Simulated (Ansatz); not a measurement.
## Ansatz (development build ahead of 0.2.0) run

```yaml
crystal:
  periodic: [false, false, false]
  atoms:
    - { symbol: O, position_ang: [0.0, 0.0, 0.0] }
    - { symbol: H, position_ang: [0.0, 0.0, 1.442] }
basis:
  gaussian: { orbitals: "6-31G" }
total_charge: 1
magnetization:
  spin_polarized: true
  initial_magnetization: 2
hamiltonian:
  xc: hf
scf:
  omitted_lower_state_checks: [stability, starts, atomic_configurations, cluster_reference, orbital_swaps, given_window_search, neighbouring_geometries, increment]
output:
  forces: true
```

The input is written out in the form of the current development build from the run's settings.

The run gave:

```yaml
Converged: yes
Total_energy: -74.90470 hartree
Spin_squared_of_the_determinant: 2.146
```

Forces (eV/Å):
```json
{"atom": "O1", "Fx": "0.000", "Fy": "0.000", "Fz": "3.132"}
{"atom": "H2", "Fx": "0.000", "Fy": "0.000", "Fz": "-3.132"}
```

Caution: the unrestricted determinant is spin contaminated.
